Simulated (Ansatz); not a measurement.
Consider the homolysis of the H–Si bond: `Cl[SiH2]Cl` → H• + `Cl[SiH]Cl`•.

Gas-phase electronic energies from Ansatz, PBE0-D4/def2-TZVP geometries. CCSD(T)/CBS adds triple-zeta CCSD(T) − MP2 to the extrapolated MP2 energy (def2 sets, frozen cores). This one scheme is used for every species, atoms too. Functionals use def2-TZVPP. No spin–orbit coupling; open shells (•) take unrestricted orbitals.

`Cl[SiH2]Cl`:

Cartesian coordinates in Å:
```
Cl 0.382 -1.679 -0.943
Si -0.060 0.109 -0.065
Cl 0.497 0.085 1.897
H -1.519 0.317 -0.135
H 0.701 1.169 -0.754
```

`Cl[SiH]Cl`•:

Cartesian coordinates in Å:
```
Cl -0.445 1.136 -1.430
Si -0.391 0.047 0.302
Cl 0.233 -1.864 -0.084
H 0.603 0.680 1.211
```

| level | ΔE (eV) | difference from CCSD(T)/CBS |
| --- | --- | --- |
| PBE-D4 | 3.87 | -0.36 |
| r2SCAN-D4 | 3.95 | -0.28 |
| r2SCANh-D4 | 3.97 | -0.26 |
| CAM-B3LYP-D4 | 4.13 | -0.10 |
| B2PLYP | 4.09 | -0.14 |
| r2SCANh | 3.96 | -0.27 |
| CCSD(T)/def2-SVP | 4.04 | -0.19 |
| MP2/def2-TZVPP | 4.06 | -0.17 |
| SCS-MP2/def2-TZVPP | 4.19 | -0.04 |
| MP2/def2-QZVPP | 4.10 | -0.13 |
| CCSD(T)/CBS | 4.23 | 0 |

Largest T1 diagnostic among the species: 0.012.

At CCSD(T), def2-SVP lies −0.19 eV from the extrapolated value and def2-TZVPP −0.08 eV: correlation converges slowly with the basis, and small sets miss more of it in the bonded molecule than in its fragments. From r2SCAN to r2SCAN0 (25 % exact exchange), in def2-TZVPP and without D4, ΔE moves by +0.04 eV. Leaving LDA and LC-ωPBE aside and taking each functional with its dispersion term where it has one, the values, not all of them listed here, spread over 0.36 eV, from revPBE-D4 to ωB97M-V. LDA lies +0.40 eV from PBE without D4, its usual overbinding.
